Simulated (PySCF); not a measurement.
## Spin–spin coupling constants

Cartesian coordinates in Å; atom numbers follow the order of the lines, from 1:
```xyz
13

C     1.3141   -0.4600    0.0141
C    -0.1372   -0.1281   -0.3228
C    -0.4675    1.3111    0.0651
N    -1.0041   -1.0230    0.4336
H     1.4663   -0.3737    1.0864
H     1.9881    0.2215   -0.4982
H     1.5536   -1.4774   -0.2881
H    -0.2755   -0.2363   -1.4171
H     0.2037    2.0035   -0.4361
H    -1.4903    1.5573   -0.2126
H    -0.3637    1.4298    1.1401
H    -1.9787   -0.8349    0.2256
H    -0.8133   -1.9894    0.1924
```

Couplings: B3LYP/pcJ-1 (spin–dipole term only in couplings to heteroatoms) in PySCF 2.14.0 with density-fitted response routines, geometry GFN2-xTB; gas phase, one conformer, non-relativistic. Couplings are averaged over pairs made equivalent by symmetry, fast rotation or ring inversion, so a value needn't be that of the named pair in this geometry, while other rotamers aren't included; one pair stands for each set, and the list holds those of at least 0.8 Hz over up to four bonds.

Isotopes: ¹³C, ¹H, ¹⁵N.

```csv
pair,bonds,J (Hz)
"C1, C2",1,?
"C1, H5",1,131.7
"C2, N4",1,-4.8
"C2, H8",1,135.8
"N4, H12",1,?
"C1, N4",2,-5.2
"C2, H5",2,?
"C2, H12",2,-1.9
"H5, H6",2,-13.1
"H12, H13",2,-8.4
"C1, H9",3,5.5
"C1, H12",3,6.5
"N4, H5",3,?
"H5, H8",3,6.3
"H8, H12",3,?
```

Problem. Estimate the withheld couplings, with signs.

Solution. 
- ¹J(C1,C2) = 37.5 Hz (bond length 1.526 Å)
- ¹J(N4,H12) = -66.1 Hz (bond length 1.014 Å)
- ²J(C2,H5) = -3.8 Hz (mean over equivalent pairs that range from -5.4 to -1.9 Hz in this conformer)
- ³J(N4,H5) = -3.5 Hz (mean over equivalent pairs that range from -7.7 to -1.4 Hz in this conformer)
- ³J(H8,H12) = 2.2 Hz (dihedral angle 60°)
